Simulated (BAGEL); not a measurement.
**A workflow on C2H8Si (dimethylsilane)**

Aim: a single-point energy (HF/cc-pVDZ), then the energy (NEVPT2(2,2)/cc-pVDZ), then the energy (CASPT2(2,2)/cc-pVDZ) of C2H8Si (dimethylsilane). 

The calculation is run with BAGEL 1.2.2.

1 further run of the same task is left out (set aside as unsound or not needed).

### Step 1. The system as given

C2H8Si has 11 atoms, charge 0, and is taken as a singlet. SMILES: `C[SiH2]C`. The C3–H10 distance was set to 1.475 Å, away from the relaxed value.

Bond lengths: C1–Si2 1.872 Å, Si2–C3 1.872 Å, C1–H4 1.092 Å, C1–H5 1.093 Å, C1–H6 1.093 Å, Si2–H7 1.491 Å, Si2–H8 1.491 Å, C3–H9 1.093 Å, C3–H11 1.093 Å. Some angles: C1–Si2–C3 111.5°, C1–Si2–H7 109.5°, C1–Si2–H8 109.5°, C3–Si2–H7 109.5°, C3–Si2–H8 109.5°, Si2–C1–H4 111.0°, Si2–C1–H5 110.9°, Si2–C1–H6 110.9°, Si2–C3–H9 110.9°, Si2–C3–H11 110.9°. A long bond or contact: C3–H10 1.475 Å.

### Step 2. The energy at HF/cc-pVDZ (density fitting with svp-jkfit) (run 1)

Contents of hf.json:

```json
{ "bagel" : [

{
  "title" : "molecule",
  "basis" : "cc-pvdz.json",
  "df_basis" : "svp-jkfit",
  "angstrom" : false,
  "geometry" : [
    { "atom" : "C", "xyz" : [ -2.26635043,  2.45588240, -1.46887656 ] },
    { "atom" : "Si", "xyz" : [ -0.86606337, -0.60622981, -0.38492965 ] },
    { "atom" : "C", "xyz" : [  2.26294514, -0.11320026,  1.18977913 ] },
    { "atom" : "H", "xyz" : [ -4.09106998,  2.15295930, -2.38520476 ] },
    { "atom" : "H", "xyz" : [ -1.02196578,  3.39583218, -2.82305430 ] },
    { "atom" : "H", "xyz" : [ -2.55869106,  3.73654980,  0.12472948 ] },
    { "atom" : "H", "xyz" : [ -0.54613274, -2.32777031, -2.59307463 ] },
    { "atom" : "H", "xyz" : [ -2.63465805, -1.86497638,  1.41201092 ] },
    { "atom" : "H", "xyz" : [  3.60767425,  0.77024670, -0.10525019 ] },
    { "atom" : "H", "xyz" : [  3.34972853, -2.53601246,  2.03599093 ] },
    { "atom" : "H", "xyz" : [  2.07057103,  1.11039740,  2.84253360 ] }
  ]
},
{
  "title" : "hf"
},
{
  "title" : "print",
  "file" : "orbitals.molden",
  "orbitals" : true
}

]}
```

The basis set cc-pVDZ is read from a file made from the Basis Set Exchange's data (not shown).

Launch:

```sh
BAGEL_NUM_THREADS=1 BAGEL hf.json > hf.out
```

The log of the run:

```text
* using 1 threads per process

  ===============================================================
  ===============================================================

  *** Geometry ***

  { "atom" : "C", "xyz" : [     -2.266350,      2.455882,     -1.468877 ] },
  { "atom" : "Si", "xyz" : [     -0.866063,     -0.606230,     -0.384930 ] },
  { "atom" : "C", "xyz" : [      2.262945,     -0.113200,      1.189779 ] },
  { "atom" : "H", "xyz" : [     -4.091070,      2.152959,     -2.385205 ] },
  { "atom" : "H", "xyz" : [     -1.021966,      3.395832,     -2.823054 ] },
  { "atom" : "H", "xyz" : [     -2.558691,      3.736550,      0.124729 ] },
  { "atom" : "H", "xyz" : [     -0.546133,     -2.327770,     -2.593075 ] },
  { "atom" : "H", "xyz" : [     -2.634658,     -1.864976,      1.412011 ] },
  { "atom" : "H", "xyz" : [      3.607674,      0.770247,     -0.105250 ] },
  { "atom" : "H", "xyz" : [      3.349729,     -2.536012,      2.035991 ] },
  { "atom" : "H", "xyz" : [      2.070571,      1.110397,      2.842534 ] },

  Number of auxiliary basis functions:      422

  Since a DF basis is specified, we compute 2- and 3-index integrals:
    o Being stored without compression. Storage requirement is 0.025 GB

  Number of basis functions:       86
  Number of electrons      :       34

    * METHOD: MOLECULE                             0.18

  *** RHF ***

  === Nuclear Repulsion ===
   112.8987035846

      * DIIS with orbital gradients will be used.

  === RHF iteration (cc-pvdz.json) ===
      0       -369.11824551          0.01542415           0.05
      1       -369.25945644          0.00698916           0.05
      2       -369.28707178          0.00154236           0.05
      3       -369.28888857          0.00019681           0.05
      4       -369.28891779          0.00005980           0.05
      5       -369.28892176          0.00001680           0.05
      6       -369.28892208          0.00000478           0.05
      7       -369.28892210          0.00000123           0.05
      8       -369.28892211          0.00000044           0.05
      9       -369.28892211          0.00000014           0.05
     10       -369.28892211          0.00000003           0.05
     11       -369.28892211          0.00000001           0.05
     12       -369.28892211          0.00000000           0.05
    * SCF iteration converged.

    * Permanent dipole moment:
           (   -0.033706,    -0.406150,     0.029290) a.u.

    * METHOD: HF                                   0.80

    * METHOD: PRINT                                0.01

  ===============================================================
```

It took 1.2 s on 1 thread of Arm Neoverse V2, shared host; peak memory 0.14 GiB.

### Step 3. A single-point energy at NEVPT2(2,2)/cc-pVDZ (density fitting with svp-jkfit) (run 2)

Contents of input.json:

```json
{ "bagel": [

{
  "title": "molecule",
  "basis": "cc-pvdz.json",
  "df_basis": "svp-jkfit",
  "geometry": [
    { "atom": "C", "xyz": [    -2.26635043,     2.45588240,    -1.46887656 ] },
    { "atom": "Si", "xyz": [    -0.86606337,    -0.60622981,    -0.38492965 ] },
    { "atom": "C", "xyz": [     2.26294514,    -0.11320026,     1.18977913 ] },
    { "atom": "H", "xyz": [    -4.09106998,     2.15295930,    -2.38520476 ] },
    { "atom": "H", "xyz": [    -1.02196578,     3.39583218,    -2.82305430 ] },
    { "atom": "H", "xyz": [    -2.55869106,     3.73654980,     0.12472948 ] },
    { "atom": "H", "xyz": [    -0.54613274,    -2.32777031,    -2.59307463 ] },
    { "atom": "H", "xyz": [    -2.63465805,    -1.86497638,     1.41201092 ] },
    { "atom": "H", "xyz": [     3.60767425,     0.77024670,    -0.10525019 ] },
    { "atom": "H", "xyz": [     3.34972853,    -2.53601246,     2.03599093 ] },
    { "atom": "H", "xyz": [     2.07057103,     1.11039740,     2.84253360 ] }
  ]
},

{
  "title": "hf"
},

{
  "title": "casscf",
  "nstate": 1,
  "nact": 2,
  "nclosed": 16,
  "active": [14, 18],
  "maxiter": 200,
  "natocc": true
},

{
  "title": "nevpt2",
  "nstate": 1,
  "nact": 2,
  "nclosed": 16,
  "active": [14, 18],
  "maxiter": 200,
  "natocc": true,
  "ncore": 7
},

{
  "title": "print",
  "file": "orbitals.molden",
  "orbitals": true
}

]}
```

The basis set cc-pVDZ is read from a file made from the Basis Set Exchange's data (not shown).

Launch:

```sh
BAGEL_NUM_THREADS=1 BAGEL input.json > input.out
```

The log of the run:

```text
* using 1 threads per process

  ===============================================================
  ===============================================================

  *** Geometry ***

  { "atom" : "C", "xyz" : [     -2.266350,      2.455882,     -1.468877 ] },
  { "atom" : "Si", "xyz" : [     -0.866063,     -0.606230,     -0.384930 ] },
  { "atom" : "C", "xyz" : [      2.262945,     -0.113200,      1.189779 ] },
  { "atom" : "H", "xyz" : [     -4.091070,      2.152959,     -2.385205 ] },
  { "atom" : "H", "xyz" : [     -1.021966,      3.395832,     -2.823054 ] },
  { "atom" : "H", "xyz" : [     -2.558691,      3.736550,      0.124729 ] },
  { "atom" : "H", "xyz" : [     -0.546133,     -2.327770,     -2.593075 ] },
  { "atom" : "H", "xyz" : [     -2.634658,     -1.864976,      1.412011 ] },
  { "atom" : "H", "xyz" : [      3.607674,      0.770247,     -0.105250 ] },
  { "atom" : "H", "xyz" : [      3.349729,     -2.536012,      2.035991 ] },
  { "atom" : "H", "xyz" : [      2.070571,      1.110397,      2.842534 ] },

  Number of auxiliary basis functions:      422

  Since a DF basis is specified, we compute 2- and 3-index integrals:
    o Being stored without compression. Storage requirement is 0.025 GB

  Number of basis functions:       86
  Number of electrons      :       34

    * METHOD: MOLECULE                             0.18

  *** RHF ***

  === Nuclear Repulsion ===
   112.8987035846

      * DIIS with orbital gradients will be used.

  === RHF iteration (cc-pvdz.json) ===
      0       -369.11824551          0.01542415           0.05
      1       -369.25945644          0.00698916           0.05
      2       -369.28707178          0.00154236           0.05
      3       -369.28888857          0.00019681           0.05
      4       -369.28891779          0.00005980           0.05
      5       -369.28892176          0.00001680           0.05
      6       -369.28892208          0.00000478           0.05
      7       -369.28892210          0.00000123           0.05
      8       -369.28892211          0.00000044           0.05
      9       -369.28892211          0.00000014           0.05
     10       -369.28892211          0.00000003           0.05
     11       -369.28892211          0.00000001           0.05
     12       -369.28892211          0.00000000           0.05
    * SCF iteration converged.

    * Permanent dipole moment:
           (   -0.033706,    -0.406150,     0.029290) a.u.

    * METHOD: HF                                   0.80

  ---------------------------
      CASSCF calculation
  ---------------------------

    ==== Active orbitals : =====
         Orbital 14
         Orbital 18
    ============================

    * nstate   :      1
    * nclosed  :     16
    * nact     :      2
    * nvirt    :     68
  === CASSCF iteration (cc-pvdz.json) ===

    * Using the second-order algorithm

      0  0      -369.28978293     1.98e-04      0.02

      1  0      -369.30946092     1.81e-03      0.26

      2  0      -369.31536292     4.82e-04      0.30

      3  0      -369.31572029     7.88e-05      0.32

      4  0      -369.31572441     1.35e-05      0.29

      5  0      -369.31572449     2.74e-06      0.32

      6  0      -369.31572449     6.45e-07      0.31

      7  0      -369.31572449     1.62e-07      0.29

      8  0      -369.31572449     4.13e-08      0.28

      9  0      -369.31572449     1.06e-08      0.24

     10  0      -369.31572449     2.72e-09      0.22

    * Second-order optimization converged. *

     guess   0:   closed 1.                   open ..

  === FCI iteration ===

      0  0      -369.28815655     8.14e-02      0.00
      1  0      -369.31572438     1.36e-04      0.00
      2  0 *    -369.31572449     1.11e-15      0.00

     * ci vector, state   0, <S^2> = 0.0000
       2.     0.9859634890
       .2    -0.1669610685

    * METHOD: CASSCF                               2.98

    * freezing 7 orbitals

  === DF-NEVPT2 calculation ===

    * 3-index integral transformation done
    * assembly done

      NEVPT2 correlation energy:   -0.3820293668      0.15

          (+0)     -0.3281984675
          (+0)'    -0.0154926973
          (+1)     -0.0054123083
          (+1)'    -0.0000000000
          (+2)     -0.0003361203
          (-1)     -0.0256590791
          (-1)'     0.0000000000
          (-2)     -0.0069306943

      NEVPT2 total energy:       -369.6977538585

    * METHOD: NEVPT2                               0.25

    * METHOD: PRINT                                0.01

  ===============================================================
```

Wall time 4.5 s (1 thread of Arm Neoverse V2, shared host); peak memory 0.14 GiB.

### Step 4. A single-point energy at CASPT2(2,2)/cc-pVDZ (density fitting with svp-jkfit) (run 3)

Contents of caspt2.json:

```json
{ "bagel": [

{
  "title": "molecule",
  "basis": "cc-pvdz.json",
  "df_basis": "svp-jkfit",
  "angstrom": false,
  "geometry": [
    { "atom": "C", "xyz": [ -2.26635043,  2.45588240, -1.46887656 ] },
    { "atom": "Si", "xyz": [ -0.86606337, -0.60622981, -0.38492965 ] },
    { "atom": "C", "xyz": [  2.26294514, -0.11320026,  1.18977913 ] },
    { "atom": "H", "xyz": [ -4.09106998,  2.15295930, -2.38520476 ] },
    { "atom": "H", "xyz": [ -1.02196578,  3.39583218, -2.82305430 ] },
    { "atom": "H", "xyz": [ -2.55869106,  3.73654980,  0.12472948 ] },
    { "atom": "H", "xyz": [ -0.54613274, -2.32777031, -2.59307463 ] },
    { "atom": "H", "xyz": [ -2.63465805, -1.86497638,  1.41201092 ] },
    { "atom": "H", "xyz": [  3.60767425,  0.77024670, -0.10525019 ] },
    { "atom": "H", "xyz": [  3.34972853, -2.53601246,  2.03599093 ] },
    { "atom": "H", "xyz": [  2.07057103,  1.11039740,  2.84253360 ] }
  ]
},
{
  "title": "hf",
  "charge": 0
},
{
  "title": "casscf",
  "nstate": 1,
  "nact": 2,
  "nclosed": 16,
  "charge": 0,
  "nspin": 0,
  "active": [14, 18],
  "maxiter": 200,
  "natocc": true
},
{
  "title": "print",
  "file": "orbitals.molden",
  "orbitals": true
},
{
  "title": "smith",
  "method": "caspt2",
  "ms": true,
  "xms": true,
  "sssr": true,
  "shift": 0.2,
  "shift_imag": true,
  "ncore": 7
}

]}
```

The basis set cc-pVDZ is read from a file made from the Basis Set Exchange's data (not shown).

Launch:

```sh
BAGEL_NUM_THREADS=1 BAGEL caspt2.json > caspt2.out
```

The log of the run:

```text
* using 1 threads per process

  ===============================================================
  ===============================================================

  *** Geometry ***

  { "atom" : "C", "xyz" : [     -2.266350,      2.455882,     -1.468877 ] },
  { "atom" : "Si", "xyz" : [     -0.866063,     -0.606230,     -0.384930 ] },
  { "atom" : "C", "xyz" : [      2.262945,     -0.113200,      1.189779 ] },
  { "atom" : "H", "xyz" : [     -4.091070,      2.152959,     -2.385205 ] },
  { "atom" : "H", "xyz" : [     -1.021966,      3.395832,     -2.823054 ] },
  { "atom" : "H", "xyz" : [     -2.558691,      3.736550,      0.124729 ] },
  { "atom" : "H", "xyz" : [     -0.546133,     -2.327770,     -2.593075 ] },
  { "atom" : "H", "xyz" : [     -2.634658,     -1.864976,      1.412011 ] },
  { "atom" : "H", "xyz" : [      3.607674,      0.770247,     -0.105250 ] },
  { "atom" : "H", "xyz" : [      3.349729,     -2.536012,      2.035991 ] },
  { "atom" : "H", "xyz" : [      2.070571,      1.110397,      2.842534 ] },

  Number of auxiliary basis functions:      422

  Since a DF basis is specified, we compute 2- and 3-index integrals:
    o Being stored without compression. Storage requirement is 0.025 GB

  Number of basis functions:       86
  Number of electrons      :       34

    * METHOD: MOLECULE                             0.18

  *** RHF ***

  === Nuclear Repulsion ===
   112.8987035846

      * DIIS with orbital gradients will be used.

  === RHF iteration (cc-pvdz.json) ===
      0       -369.11824551          0.01542415           0.05
      1       -369.25945644          0.00698916           0.05
      2       -369.28707178          0.00154236           0.05
      3       -369.28888857          0.00019681           0.05
      4       -369.28891779          0.00005980           0.05
      5       -369.28892176          0.00001680           0.05
      6       -369.28892208          0.00000478           0.05
      7       -369.28892210          0.00000123           0.05
      8       -369.28892211          0.00000044           0.05
      9       -369.28892211          0.00000014           0.05
     10       -369.28892211          0.00000003           0.05
     11       -369.28892211          0.00000001           0.05
     12       -369.28892211          0.00000000           0.05
    * SCF iteration converged.

    * Permanent dipole moment:
           (   -0.033706,    -0.406150,     0.029290) a.u.

    * METHOD: HF                                   0.80

  ---------------------------
      CASSCF calculation
  ---------------------------

    ==== Active orbitals : =====
         Orbital 14
         Orbital 18
    ============================

    * nstate   :      1
    * nclosed  :     16
    * nact     :      2
    * nvirt    :     68
  === CASSCF iteration (cc-pvdz.json) ===

    * Using the second-order algorithm

      0  0      -369.28978293     1.98e-04      0.02

      1  0      -369.30946092     1.81e-03      0.25

      2  0      -369.31536292     4.82e-04      0.29

      3  0      -369.31572029     7.88e-05      0.31

      4  0      -369.31572441     1.35e-05      0.29

      5  0      -369.31572449     2.74e-06      0.31

      6  0      -369.31572449     6.45e-07      0.32

      7  0      -369.31572449     1.62e-07      0.30

      8  0      -369.31572449     4.13e-08      0.28

      9  0      -369.31572449     1.06e-08      0.24

     10  0      -369.31572449     2.72e-09      0.21

    * Second-order optimization converged. *

     guess   0:   closed 1.                   open ..

  === FCI iteration ===

      0  0      -369.28815655     8.14e-02      0.00
      1  0      -369.31572438     1.36e-04      0.00
      2  0 *    -369.31572449     1.11e-15      0.00

     * ci vector, state   0, <S^2> = 0.0000
       2.     0.9859634890
       .2    -0.1669610685

    * METHOD: CASSCF                               2.95

    * METHOD: PRINT                                0.01

  === SMITH program ===

    * freezing 7 orbitals

    * Approximate memory requirement for SMITH calulation per MPI process:
      o Storage requirement for T-amplitude, lambda, and residual is 0.02 GB
      o Storage requirement for MO integrals is 0.00 GB
    * Calculating and saving rdm4f

    * Zeroth order energy : state  0       -0.8999583070

    * CASPT2 iteration is performed using orthogonal basis

      -------------------------------------------  CASPT2 iteration  ---------------------------------------------------
       #      aibj      arbs      arbi      airj      risj      airs      arst      rist         Etot      error   time
      ------------------------------------------------------------------------------------------------------------------

       0  -0.32693  -0.00838  -0.02636  -0.00585  -0.00047  -0.01370  -0.00000   0.00000   -0.3816854  0.0012786   0.07
       1  -0.32706  -0.00842  -0.02644  -0.00595  -0.00050  -0.01400  -0.00000  -0.00000   -0.3823714  0.0002129   0.06
       2  -0.32707  -0.00842  -0.02644  -0.00595  -0.00050  -0.01401  -0.00000  -0.00000   -0.3823938  0.0000411   0.06
       3  -0.32707  -0.00842  -0.02644  -0.00595  -0.00051  -0.01401  -0.00000  -0.00000   -0.3823944  0.0000081   0.06
       4  -0.32707  -0.00842  -0.02644  -0.00595  -0.00051  -0.01401   0.00000  -0.00000   -0.3823945  0.0000015   0.06
       5  -0.32707  -0.00842  -0.02644  -0.00595  -0.00051  -0.01401  -0.00000  -0.00000   -0.3823945  0.0000003   0.07

      ------------------------------------------------------------------------------------------------------------------

    * CASPT2 energy : state  0     -369.7005233281
        w/o shift correction       -369.6981189577
        reference weight              0.8746369779

    * METHOD: SMITH                                0.56

  ===============================================================
```

Run time: 4.8 s. Hardware: 1 thread of Arm Neoverse V2, shared host; peak memory 0.16 GiB.

### Step 5. Summary of results

| quantity | value |
| --- | --- |
| run 1, HF/cc-pVDZ: total energy | -369.28892 Eh |
| run 1, HF/cc-pVDZ: dipole moment | 1.04 D |
| run 1, HF/cc-pVDZ: HOMO energy | -11.58 eV |
| run 1, HF/cc-pVDZ: LUMO energy | 3.97 eV |
| run 1, HF/cc-pVDZ: HOMO–LUMO gap | 15.55 eV |
| run 2, NEVPT2(2,2)/cc-pVDZ: total energy | -369.69775 Eh |
| run 3, CASPT2(2,2)/cc-pVDZ: total energy | -369.70052 Eh |
